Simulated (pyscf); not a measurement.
`[CH3][Au]` + `[H]` [doublet] → `[CH4]` + `[Au]` [doublet], a substitution at C (doublet surface; Au–C broken, C–H formed). PySCF, gas phase, ωB97X-D3(BJ)/def2-SVP geometries. Correlated levels are frozen-core, on RHF or UHF. ΔMP2 is the change of the MP2 total energy from the triple- to the quadruple-zeta basis. Energies in eV from the separated reactants.

Small-basis levels: PySCF, no dispersion term, spherical d functions. AM1 to PM7: differences of heats of formation from MOPAC, which are fitted to 298 K values and so differ in kind from electronic energies by zero-point and thermal terms. GFN2-xTB: tblite. Open shells are spin-unrestricted. 

| level | barrier | reaction energy |
|---|---|---|
| HF/6-31G*+LANL2DZ | … | -2.93 |
| MP2/6-31G*+LANL2DZ | 0.58 | -2.21 |
| SVWN5/6-31G*+LANL2DZ | -0.25 | -1.72 |
| PBE/6-31G*+LANL2DZ | 0.04 | -1.97 |
| B3LYP/LANL2DZ | 0.07 | -2.46 |
| B3LYP/6-31G*+LANL2DZ | 0.07 | -2.41 |
| M06-2X/6-31G*+LANL2DZ | 0.20 | -2.60 |
| B3LYP/6-311+G**+LANL2DZ | … | -2.40 |
| PBE/def2-SVP | 0.06 | -1.95 |
| B3LYP/def2-SVP | 0.08 | -2.39 |
| GFN2-xTB | 0.47 | -1.50 |
| PM6 | -0.08 | -2.80 |
| CCSD(T)/def2-TZVPP + ΔMP2(QZVPP) | … | -2.05 |

Question: Complete the blanks.

Answer: 
- HF/6-31G*+LANL2DZ, barrier: 0.48
- B3LYP/6-311+G**+LANL2DZ, barrier: 0.06
- CCSD(T)/def2-TZVPP + ΔMP2(QZVPP), barrier: 0.23

Against the last row the barrier runs from -0.48 (SVWN5/6-31G*+LANL2DZ) to +0.35 eV (MP2/6-31G*+LANL2DZ). At SVWN5/6-31G*+LANL2DZ, PM6 this geometry lies under one side, so the entry may be no barrier of that level: it is a single point on another level's saddle. CCSD(T)/def2-TZVPP + ΔMP2(QZVPP) has limits of its own. The reactants may also form a dative adduct at H₃C–Au; it and routes through it were not searched. One saddle was located; it need not be the lowest between these sides. The angle at the attacked C is 180°. The CCSD(T) − MP2 part came from Ansatz, without density fitting, on the same reference. A UHF reference is spin-contaminated (<S²> up to 0.92), which harms MP2 most. The frozen core leaves the outer d or s,p core shells of the metals and heavy elements correlated in the MP2 and CC values, and def2-TZVPP describes them poorly, which can shift differences by a few kcal/mol. Open-shell species with a d-block atom are single-reference here; other states, and whether the spin sits on metal or ligand, were not checked. In the def2 sets elements past Kr carry core potentials, without spin-orbit coupling.
